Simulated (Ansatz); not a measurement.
We consider bcc K, described by PBE in Ansatz (plane waves, PAW).

Settings: plane-wave cutoff 520 eV, 18×18×18 k mesh, Fermi–Dirac smearing 0.1 eV, perturbation theory, force constants from a 6×6×6 q mesh, scalar-relativistic PAW data made under PBE.

Computed at the level's own relaxed cell. Harmonic vibrational thermodynamics at fixed volume:

| T (K) | S_vib (J/K per mol of atoms) | C_V (J/K per mol of atoms) | F_vib (eV/atom) |
|---|---|---|---|
| 200 | 52.61 | 24.64 | -0.0567 |
| 400 | 69.79 | 24.86 | -0.1856 |
| 500 | 75.34 | 24.89 | -0.2609 |
| 600 | 79.88 | 24.91 | -0.3414 |
| 800 | 87.04 | 24.92 | -0.5148 |
| 900 | 89.98 | 24.92 | -0.6065 |
| 1000 | 92.61 | 24.93 | -0.7012 |

The crystal is taken as a harmonic solid at every temperature: melting, phase changes and thermal expansion are not seen, nor the electrons' share in a metal.

Ansatz is a program for electronic structure.
